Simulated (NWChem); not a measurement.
Program: NWChem. System: propane (C3H8), charge 0, spin multiplicity 1, at a geometry optimised with PBE0/def2-SVP. Level: MP2/STO-3G, 3 core orbitals frozen.

Job file:

```
start mol
memory heap 200 mb stack 900 mb global 1100 mb
geometry units angstroms nocenter noautoz
  C     -1.271094     0.000000    -0.256775
  C      0.000000     0.000000     0.579290
  C      1.271094     0.000000    -0.256775
  H     -2.173992     0.000000     0.373178
  H     -1.321208     0.887507    -0.908670
  H     -1.321208    -0.887507    -0.908670
  H      0.000000    -0.879152     1.246941
  H      0.000000     0.879152     1.246941
  H      2.173992     0.000000     0.373178
  H      1.321208    -0.887507    -0.908670
  H      1.321208     0.887507    -0.908670
  symmetry group C2v
end
basis spherical
  * library sto-3g
end
scf
  rhf
  nopen 0
  maxiter 100
  thresh 1e-7
  semidirect memsize 60000000 filesize 0
end
mp2
  freeze core 3
end
task mp2 energy
```

NWChem printed:

```
             Northwest Computational Chemistry Package (NWChem) 7.3.0
             --------------------------------------------------------

                                NWChem Input Module
                                -------------------

 Scaling coordinates for geometry "geometry" by  1.889725989
 (inverse scale =  0.529177249)

 Turning off AUTOSYM since
 SYMMETRY directive was detected!

                             Geometry "geometry" -> ""
                             -------------------------

 Output coordinates in angstroms (scale by  1.889725989 to convert to a.u.)

  No.       Tag          Charge          X              Y              Z
 ---- ---------------- ---------- -------------- -------------- --------------
    1 C                    6.0000    -1.27109400     0.00000000    -0.25677500
    2 C                    6.0000     0.00000000     0.00000000     0.57929000
    3 C                    6.0000     1.27109400     0.00000000    -0.25677500
    4 H                    1.0000    -2.17399200     0.00000000     0.37317800
    5 H                    1.0000    -1.32120800     0.88750700    -0.90867000
    6 H                    1.0000    -1.32120800    -0.88750700    -0.90867000
    7 H                    1.0000     0.00000000    -0.87915200     1.24694100
    8 H                    1.0000     0.00000000     0.87915200     1.24694100
    9 H                    1.0000     2.17399200     0.00000000     0.37317800
   10 H                    1.0000     1.32120800    -0.88750700    -0.90867000
   11 H                    1.0000     1.32120800     0.88750700    -0.90867000

 Effective nuclear repulsion energy (a.u.)      82.3926212369

            Nuclear Dipole moment (a.u.)
            ----------------------------
        X                 Y               Z
 ---------------- ---------------- ----------------
     0.0000000000     0.0000000000    -0.0000037795

      Symmetry information
      --------------------

 Group name             C2v
 Group number             16
 Group order               4
 No. of unique centers     5

      Symmetry unique atoms
[...]
     1   1 0 0      0.000000      0.000000      0.000000
     1   0 1 0      0.000000      0.000000      0.000000
     1   0 0 1      0.010286      0.000000     -0.000004

     2   2 0 0    -15.455942      0.000000    127.926252
     2   1 1 0      0.000000      0.000000      0.000000
     2   1 0 1     -0.000000      0.000000      0.000000
     2   0 2 0    -15.075194      0.000000     16.771472
     2   0 1 1      0.000000      0.000000      0.000000
     2   0 0 2    -15.235930      0.000000     33.909521

                   NWChem MP2 Semi-direct Energy/Gradient Module
                   ---------------------------------------------

  Basis functions       =     23
  Molecular orbitals    =     23
  Frozen core           =      3
  Frozen virtuals       =      0
  Active alpha occupied =     10
  Active beta occupied  =     10
  Active alpha virtual  =     10
  Active beta virtual   =     10
  Use MO symmetry       = T
  Use skeleton AO sym   = T

  AO/Fock/Back tols     =   1.0D-09  1.0D-09  1.0D-09

 GA uses MA = F    GA memory limited = T

 Available:
  local mem=  1.26D+08
 global mem=  1.44D+08
 local disk=  0.00D+00
  mp2_memr nvloc                    10
  nvloc new                    10
   1 passes of  10:        2097152                       1997                     94445.
   1 passes of  10: M    126155123           G      144178142           F     124057971.

 Semi-direct pass number   1 of   1  for RHF alpha+beta  at        0.1s
  vrange nnbf                   275
  mp2_eaftype                    10  avail_ma_in_mb                  1099
 EAF : mp2_eaftype filesize          10      47223.
  mp2_eaf for mointskh                     10
Node 0 wrote      0.2 Mb in      0.0 s     Agg I/O rate:  1442.3 Mb/s
 Done moints_semi at        0.2s
  mp2_eaftype                    10  avail_ma_in_mb                  1089
 EAF : mp2_eaftype filesize          10      47223.
  mp2_eaf for kh                    10
 Done maket at        0.2s
 Done multipass loop at        0.2s

          -------------------------------------------
          SCF energy                -116.884082183870
          Correlation energy          -0.159189852033
          Singlet pairs               -0.137567066386
          Triplet pairs               -0.021622785647
          Total MP2 energy          -117.043272035904
          -------------------------------------------

          ---------------------------------------------------
                    Spin Component Scaled (SCS) MP2
          Same spin pairs                     -0.014415190432
          Same spin scaling factor             0.333333333333
          Opposite spin pairs                 -0.144774661602
          Opposite spin scaling fact.          1.200000000000
          SCS-MP2 correlation energy          -0.178534657399
          Total SCS-MP2 energy              -117.062616841269
          ---------------------------------------------------

 -----------------------
 Performance information
 -----------------------

 Timer overhead =  1.73D-07 seconds/call

               Nr. of calls         CPU time (s)                 Wall time (s)                GFlops
             ---------------    -------------------     ------------------------------   -------------------
Name         Min   Avg   Max    Min     Avg     Max     Min     Avg     Max   Mx/calls   Min     Max     Sum
mp2: moin     1     1     1   0.13    0.13    0.13     0.13    0.13    0.13    0.13      0.0     0.0     0.0
mp2: make     1     1     1   2.37E-3 2.37E-3 2.37E-3  2.37E-3 2.37E-3 2.37E-3 2.37E-3   0.0     0.0     0.0
mp2: tota     1     1     1   0.14    0.14    0.14     0.14    0.14    0.14    0.14      0.0     0.0     0.0

 The average no. of pstat calls per process was 3.00D+00
 with a timing overhead of 5.20D-07s

 Task  times  cpu:        0.2s     wall:        0.2s

 Total times  cpu:        0.2s     wall:        0.2s
```
